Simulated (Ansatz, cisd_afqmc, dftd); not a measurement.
Barrier from HF (SMILES F) + CH3 (SMILES [CH3], doublet) to the saddle point below; all geometries are those of the NHTBH38 set.
```xyz
6

H      0.0147     0.0000    -2.0009
F      0.0056     0.0000    -0.7625
C     -0.0066     0.0000     0.9061
H      1.0452     0.0000     1.1498
H     -0.5352     0.9125     1.1382
H     -0.5352    -0.9125     1.1382
```
Charge 0, spin multiplicity 2.

Property: barrier height (electronic, no zero-point energy), in kcal/mol. UHF or UKS for unpaired electrons; spin-orbit terms are left out. Cores are frozen in correlated methods. Rows without X2C or -DK are non-relativistic. AFQMC is phaseless with a CISD trial state; ± is one standard error, without the phaseless bias. Outlying blocks are dropped, and bars are widened where a walk drifts. Over all cases where full CI ran beside it in this data, AFQMC minus full CI had a median of +0.1 mEh and passed +0.4 mEh in a tenth of the cases. CBS(X,Y): correlation extrapolated as X^-3, Hartree-Fock from the larger set. A bracket is a step between two methods taken in the basis named. Functionals run without relativity, which enters their misses. Double hybrids freeze cores in their MP2 part. '+ core + X2C': CCSD(T) terms for core correlation (cc-pwCVTZ) and scalar relativity (cc-pVTZ-DK). The UHF reference of CH4F (saddle point or complex, doublet) is spin-contaminated (<S^2> up to 0.07 over the pure value in the sets run).

| level | program | barrier height (kcal/mol) | difference against the last row |
|---|---|---|---|
| PBE/def2-TZVPD | Ansatz | 40.6 | -15.9 |
| B3LYP-D3(BJ)/def2-TZVPD | Ansatz + dftd3 | 47.4 | -9.1 |
| B3LYP-D4/def2-TZVPD | Ansatz + dftd4 | 47.4 | -9.1 |
| r2SCANh-D4/def2-TZVPD | Ansatz + dftd4 | 48.9 | -7.6 |
| CAM-B3LYP-D4/def2-TZVPD | Ansatz + dftd4 | 50.0 | -6.5 |
| wB97X-V/def2-TZVPD | Ansatz | 53.3 | -3.2 |
| wB97M-V/def2-TZVPD | Ansatz | 52.2 | -4.3 |
| B2PLYP-D4/def2-TZVPD | Ansatz + dftd4 | 51.5 | -5.0 |
| CCSD/aug-cc-pVQZ | Ansatz | 60.0 | 3.5 |
| CCSD(T)/aug-cc-pVDZ | Ansatz | 55.6 | -0.9 |
| CCSD(T)/CBS(aug-cc-pVTZ,aug-cc-pVQZ) + core + X2C | Ansatz | 56.9 | 0.4 |
| CCSDT(Q)/aug-cc-pVDZ | Ansatz | 55.3 | -1.2 |
| AFQMC/CISD/aug-cc-pVTZ | cisd_afqmc | 56.4 ± 0.3 | -0.1 |
| CCSD(T)/CBS(aug-cc-pVTZ,aug-cc-pVQZ) + [AFQMC/CISD - CCSD(T)]/aug-cc-pVTZ + core + X2C | Ansatz + cisd_afqmc | 57.0 ± 0.3 | 0.5 |
| CCSD(T)/CBS(aug-cc-pVTZ,aug-cc-pVQZ) + [CCSDT(Q) - CCSD(T)]/aug-cc-pVDZ + core + X2C | Ansatz | 56.5 | 0.0 |

Ansatz is an electronic-structure program.
